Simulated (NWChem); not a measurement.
The numbers come from NWChem runs, not from measurements. System: AlF₃, charge 0, spin multiplicity 1, at a geometry optimised with B3LYP/def2-SVP. The structure started from a generated list of species. Level: LC-wPBE (omega 0.3 per bohr)/def2-TZVP.

Part of the output:

```
             Northwest Computational Chemistry Package (NWChem) 7.3.0
             --------------------------------------------------------

                                NWChem Input Module
                                -------------------

 Scaling coordinates for geometry "geometry" by  1.889725989
 (inverse scale =  0.529177249)

 Turning off AUTOSYM since
 SYMMETRY directive was detected!

                             Geometry "geometry" -> ""
                             -------------------------

 Output coordinates in angstroms (scale by  1.889725989 to convert to a.u.)

  No.       Tag          Charge          X              Y              Z
 ---- ---------------- ---------- -------------- -------------- --------------
    1 Al                  13.0000     0.00000000     0.00000000     0.00000200
    2 F                    9.0000     0.00000000     0.00000000     1.64568100
    3 F                    9.0000     1.42519100     0.00000000    -0.82284200
    4 F                    9.0000    -1.42519100     0.00000000    -0.82284200

 Effective nuclear repulsion energy (a.u.)     157.9793473326

            Nuclear Dipole moment (a.u.)
            ----------------------------
        X                 Y               Z
 ---------------- ---------------- ----------------
     0.0000000000     0.0000000000    -0.0000018897

      Symmetry information
      --------------------

 Group name             C2v
 Group number             16
 Group order               4
 No. of unique centers     3

      Symmetry unique atoms

     1    2    3


 Summary of "ao basis" -> "" (spherical)
 ------------------------------------------------------------------------------
       Tag                 Description            Shells   Functions and Types
 ---------------- ------------------------------  ------  ---------------------
 *                         def2-tzvp                  on all atoms

  pbe96 is a nonlocal functional; adding pw91lda local functional.

                                 NWChem DFT Module
                                 -----------------

 Summary of "ao basis" -> "ao basis" (spherical)
 ------------------------------------------------------------------------------
       Tag                 Description            Shells   Functions and Types
 ---------------- ------------------------------  ------  ---------------------
 Al                        def2-tzvp                13       37   5s5p2d1f
[...]
 Vector   19  Occ=2.000000D+00  E=-5.205603D-01  Symmetry=b2
              MO Center=  6.9D-09,  1.9D-15,  7.9D-01, r^2= 2.5D+00
   Bfn.  Coefficient  Atom+Function         Bfn.  Coefficient  Atom+Function
  ----- ------------  ---------------      ----- ------------  ---------------
    44      0.402536  2 F  py                47      0.326398  2 F  py
    50      0.208220  2 F  py                75     -0.201255  3 F  py
   106     -0.201255  4 F  py                78     -0.163188  3 F  py
   109     -0.163188  4 F  py                81     -0.104103  3 F  py
   112     -0.104103  4 F  py                22      0.069308  1 Al d -1

 Vector   20  Occ=2.000000D+00  E=-5.011363D-01  Symmetry=b1
              MO Center=  1.1D-13, -8.9D-17,  2.4D-05, r^2= 3.1D+00
   Bfn.  Coefficient  Atom+Function         Bfn.  Coefficient  Atom+Function
  ----- ------------  ---------------      ----- ------------  ---------------
    43      0.294814  2 F  px                76     -0.255310  3 F  pz
   107      0.255310  4 F  pz                46      0.234453  2 F  px
    79     -0.203037  3 F  pz               110      0.203037  4 F  pz
    49      0.151490  2 F  px                74     -0.147406  3 F  px
   105     -0.147406  4 F  px                82     -0.131191  3 F  pz

 Vector   21  Occ=0.000000D+00  E= 1.344879D-02  Symmetry=a1
              MO Center= -5.9D-16,  1.2D-14,  1.5D-05, r^2= 3.9D+00
   Bfn.  Coefficient  Atom+Function         Bfn.  Coefficient  Atom+Function
  ----- ------------  ---------------      ----- ------------  ---------------
     5      1.118729  1 Al s                  4      0.230382  1 Al s
    42     -0.221073  2 F  s                 73     -0.221070  3 F  s
   104     -0.221070  4 F  s                  3     -0.205384  1 Al s
    45      0.111316  2 F  pz                30     -0.105078  1 Al d  2
    48      0.097797  2 F  pz                51      0.096549  2 F  pz

 Vector   22  Occ=0.000000D+00  E= 6.161396D-02  Symmetry=b2
              MO Center=  6.2D-15, -1.1D-14,  7.0D-06, r^2= 4.9D+00
   Bfn.  Coefficient  Atom+Function         Bfn.  Coefficient  Atom+Function
  ----- ------------  ---------------      ----- ------------  ---------------
    19      0.874533  1 Al py                16      0.341054  1 Al py
    50     -0.162162  2 F  py                81     -0.162161  3 F  py
   112     -0.162161  4 F  py                44     -0.131884  2 F  py
    75     -0.131883  3 F  py               106     -0.131883  4 F  py
    47     -0.094114  2 F  py                78     -0.094114  3 F  py

 Vector   23  Occ=0.000000D+00  E= 1.385430D-01  Symmetry=b1
              MO Center=  7.0D-16,  5.4D-16,  1.7D-01, r^2= 7.3D+00
   Bfn.  Coefficient  Atom+Function         Bfn.  Coefficient  Atom+Function
  ----- ------------  ---------------      ----- ------------  ---------------
    18      1.377849  1 Al px                73     -0.554295  3 F  s
   104      0.554295  4 F  s                 49     -0.147220  2 F  px
    15      0.131095  1 Al px                43     -0.123853  2 F  px
    71     -0.099228  3 F  s                102      0.099228  4 F  s
    29      0.095986  1 Al d  1              46     -0.089864  2 F  px

 center of mass
 --------------
 x =   0.00000000 y =   0.00000000 z =  -0.00000007

 moments of inertia (a.u.)
 ------------------
         275.611792608906           0.000000000000           0.000000000000
           0.000000000000         551.219168897687           0.000000000000
           0.000000000000           0.000000000000         275.607376288780

     Multipole analysis of the density
     ---------------------------------

     L   x y z        total         alpha         beta         nuclear
     -   - - -        -----         -----         ----         -------
     0   0 0 0     -0.000000    -20.000000    -20.000000     40.000000

     1   1 0 0      0.000000      0.000000      0.000000      0.000000
     1   0 1 0     -0.000000     -0.000000     -0.000000      0.000000
     1   0 0 1      0.000009      0.000005      0.000005     -0.000002

     2   2 0 0    -22.745938    -76.653897    -76.653897    130.561857
     2   1 1 0      0.000000      0.000000      0.000000      0.000000
     2   1 0 1      0.000000      0.000000      0.000000      0.000000
     2   0 2 0    -15.865137     -7.932568     -7.932568      0.000000
     2   0 1 1     -0.000000     -0.000000     -0.000000      0.000000
     2   0 0 2    -22.746012    -76.654981    -76.654981    130.563949

 Task  times  cpu:       36.7s     wall:       36.7s

 Total times  cpu:       36.7s     wall:       36.7s
```

Task: Write an NWChem input that would produce this output.

Result: One answer among several that fit: 
```
start mol
memory heap 200 mb stack 900 mb global 1100 mb
geometry units angstroms nocenter noautoz
  Al     0.000000     0.000000     0.000002
  F      0.000000     0.000000     1.645681
  F      1.425191     0.000000    -0.822842
  F     -1.425191     0.000000    -0.822842
  symmetry group C2v
end
basis spherical
  * library def2-tzvp
end
dft
  xc xwpbe 1.00 cpbe96 1.0 hfexch 1.00
  cam 0.3 cam_alpha 0.00 cam_beta 1.00
  direct
  iterations 100
end
task dft energy
```
